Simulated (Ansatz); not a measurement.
A made-up structure of C$_{2}$H$_{5}$Si (charge -1), singlet:

```xyz
8
angstrom
C -0.9384 -0.1940 -1.4336
C -0.3266 0.5742 -0.5005
Si 0.5275 -0.3926 0.8062
H -1.4417 0.4383 -2.2019
H -0.2431 -0.3997 1.9989
H 1.2214 0.4725 1.8478
H 1.6214 -1.2983 0.3187
H -0.3611 -1.2817 1.6278
```

It is relaxed with PBE-D4/def2-SVPD and then PBE0-D4/def2-TZVPD (Ansatz 0.2.0). Atoms count as bonded within 1.22 times the sum of their covalent radii (H–H: 0.88 Å). The end point is not checked to be a true minimum.

(1) Does its bonding change? (Judge from chemistry; the calculation decides.)

Results:

(1) The calculation gives: No: no bond forms or breaks.

Where it ends: The first stage lowers the energy by 5.06 eV in 13 steps. It ends as C₂H₅Si ([CH][C][SiH4]), total charge -1:
C1  (-0.991, 0.285, -1.529)
C2  (-0.429, -0.021, -0.496)
Si3  (0.453, -0.503, 1.129)
H4  (-1.482, 0.553, -2.435)
H5  (-0.742, 0.192, 1.916)
H6  (1.473, 0.418, 1.804)
H7  (1.595, -1.169, 0.242)
H8  (0.182, -1.835, 1.834)
(Å)

Labels in which every atom is bracketed show which atoms are joined, not bond orders.

For scale, one of the runs: PBE0-D4/def2-TZVPD relaxation, 162 basis functions, launched by `ansatz run in.yaml --threads 2 --pin off --events-out ev --progress --plain --max-ram 4352MiB`. Hardware: 2 CPU threads of an Arm Neoverse V1, shared host. Wall time about 19 s.
